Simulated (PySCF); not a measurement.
Species: C2H3NO.
Bonds: C1–N2 (double), N2–C3, C3–O4 (double). Hydrogens: H5, H6 on C1; H7 on C3.

Torsions of this conformer, `[CH2:1]=[N:2][CH:3]=[O:4]`: C1–N2–C3–O4 -89°.

The closed-shell ground state was solved at several levels (PySCF, density fitting, gas phase, non-relativistic). Geometry: GFN2-xTB, one conformer, isolated molecule.

```csv
level,basis functions,total energy (Eh),HOMO (eV),LUMO (eV),gap (eV),dipole (D)
PBE0/pcSseg-1,83,-207.6925,-7.55,-1.37,6.18,3.96
PBE0/def2-SVPD,107,-207.5736,-7.69,-1.52,6.17,4.01
```

Q: What might B3LYP/pcJ-1 (138 basis functions) give for the same quantities?

A: Total energy -207.9598 Eh, HOMO -7.31 eV, LUMO -1.63 eV, gap 5.68 eV, dipole 3.93 D.

Q: How far do the dipole and the HOMO energy spread over the levels?

A: The dipole runs from 3.93 to 4.01 D (mean 3.97 D) and the HOMO from -7.69 to -7.31 eV.
